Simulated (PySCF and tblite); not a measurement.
Values are calculated unless marked as measured or tabulated.
System: C4H9N, numbered as in [CH3:1][CH2:2][N:3]1[CH2:4][CH2:5]1.

Motion: rotation about the C2–N3 bond (torsion C1–C2–N3–C4 from -86° to 36°, rising). GFN2-xTB gives an electronic barrier of 3.4 kcal/mol and a reaction energy of 1.8 kcal/mol.

Problem. What does B3LYP/pcSseg-1 + D3(BJ) give on GFN2-xTB geometries?

Solution. A barrier of 5.6 kcal/mol, 2.1 above the tight-binding barrier (from unrounded values), a reaction energy of 3.1 kcal/mol and, with GFN2-xTB thermal terms, ΔG‡(298 K) = 6.2 kcal/mol and k = 1.8×10⁸ s⁻¹ (1 equivalent path).

Programs: tblite and PySCF.
